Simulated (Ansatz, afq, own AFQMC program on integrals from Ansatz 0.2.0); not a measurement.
Integrals from Ansatz 0.2.0, then the random walk in our own AFQMC program (afq).

```yaml
crystal:
  periodic: [false, false, false]
  atoms:
    - {symbol: C, position_ang: [-0.369774, 0.770946, -0.863499]}
    - {symbol: N, position_ang: [-0.803213, -0.263292, 0.018786]}
    - {symbol: H, position_ang: [-1.140243, 1.021292, -1.622960]}
    - {symbol: H, position_ang: [-0.124360, 1.692052, -0.311679]}
    - {symbol: H, position_ang: [0.526176, 0.472766, -1.447261]}
    - {symbol: H, position_ang: [-1.009287, -1.081565, -0.572587]}
basis:
  gaussian: {orbitals: def2-TZVP}
magnetization: {spin_polarized: true, initial_magnetization: 1}
correlation: {method: ccsd_t, electrons: outside_noble_gas, hamiltonian_folder: ham}
```

```sh
$ ansatz run in.yaml --threads 1 --pin off --events-out ev --progress --plain --max-ram 24576MiB --backend cuda --devices 0, --max-vram 18GiB
```

Options of the walk:

```
--method phaseless --trial cisd --walkers 1600 --populations 20 --least-time 60 --time-step 0.005 --steps-per-block 50 --equilibration-blocks 28 --max-blocks 4000 --target-error 0.00013 --factor-cut 1e-05 --start spin_pure --seed 6308 --release-times 0.24,0.5,1,1.5 --release-step 0.02 --release-every 3 --taylor-order 6
```

Times are imaginary, in 1/Eh. The walk had a cap of 238 s. With eight or more populations the least sampling time is a fifth of least-time, and the error comes from their spread.

Output of the walk:

```
orbitals 84  electrons 7 6  factors 594 of 594
reference energy -94.63146881 Eh
CCSD correlation -0.37493394 Eh in 12 cycles, weight of the determinant in the CISD state 0.8827
energy of the start -95.005866 Eh
 block  time / (1/Eh)  mean weight  energy / Eh
     1     0.250  0.9990  -95.002841
     2     0.500  1.0007  -95.008105
     3     0.750  1.0005  -95.012899
     4     1.000  0.9992  -95.016017
     5     1.250  1.0006  -95.017853
     8     2.000  1.0005  -95.020202
    15     3.750  1.0000  -95.018689
    36     9.000  1.0007  -95.023690
    57    14.250  0.9995  -95.019364
    78    19.500  1.0001  -95.019785
    99    24.750  0.9997  -95.019512
   120    30.000  1.0000  -95.020926
   141    35.250  1.0000  -95.019578
   162    40.500  1.0001  -95.022858
   183    45.750  1.0012  -95.021229
   204    51.000  0.9996  -95.019534
   225    56.250  0.9999  -95.018668
   246    61.500  1.0004  -95.019631
   267    66.750  0.9997  -95.018661
   288    72.000  1.0004  -95.020487
   309    77.250  1.0008  -95.017241
   316    79.000  1.0003  -95.021255
error from the spread of 20 populations
released: time / (1/Eh)  energy / Eh  error  mean overlap
  0.24  -95.019867  0.000102  0.9997
  0.50  -95.020001  0.000070  0.9951
  1.00  -95.020049  0.000095  0.9904
  1.50  -95.020050  0.000132  0.9840
energy -95.019771 +/- 0.000127 Eh
(rows thinned)
```

The run passed its tests (sampling time, drift between the halves within three errors, error under three times the target), which doesn't prove that it has relaxed, ending at its cap on processor time.

Against this walk (error 3.4 meV) on the same determinant: CCSD(T) 25.4 meV higher, CCSDT(Q) 7.4 meV lower. The error is statistical and leaves out the bias of the constraint. Released to 1.50 1/Eh the energy moves by -8 ± 5 meV (both errors), within twice the noise.

Cautions: constraint bias not in the error.

The walk took 4 min on 2 threads of a server CPU with a shared H100 80 GB, shared host (the card was shared). The log's last line is the phaseless energy.

CCSDT and higher add their correlation energy to the determinant of the CCSD(T) run, since their own runs factorise the integrals more tightly (a shift of under 2 meV).
